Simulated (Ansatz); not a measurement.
Ideal-gas functions of CHCl, SMILES `[CH]Cl` (triplet) at 600 K and 1 bar, from an Ansatz frequency run at PBE0-D4/def2-TZVP.

Molar mass 48.47 g/mol, point group Cs (symmetry number 1), electronic degeneracy 3, moments of inertia 0.64, 27.918, 28.557 u Å². Harmonic wavenumbers (cm⁻¹, unscaled): 915, 952, 3214.

Use S(trans) = R[1.5 ln M + 2.5 ln T − 1.1517]; rotational temperatures θ = 24.2544 K / I; S(rot) = R[ln(√π/σ · √(T³/θAθBθC)) + 1.5]; for each mode x = 1.438777 ν̃/T, S = R[x/(eˣ − 1) − ln(1 − e⁻ˣ)] and H = RT x/(eˣ − 1); 1 cm⁻¹ = 0.0119627 kJ/mol; R = 8.31446 J/(mol·K).

**Question.** By hand: the entropy, in J/(mol·K).

**Answer.** Translation 171.8. Rotation: θ = 37.8975, 0.8688, 0.8493 K, giving 83.2. Vibration, mode by mode: 3.27, 3.05, 0.03, in all 6.4. Electronic 9.1. Sum 270.5 J/(mol·K).

**Question.** By hand: H − E and G − E in kJ/mol, counted from the electronic energy.

**Answer.** Zero-point energy ½ × 5081 × 0.0119627 = 30.4; thermal vibration 2.7; translation, rotation and pV give 4 RT = 20.0. H − E = 53.1 kJ/mol, and G − E = 53.1 − 600 × 270.5/1000 = -109.2 kJ/mol.

Vibration gives 2 % of the entropy.
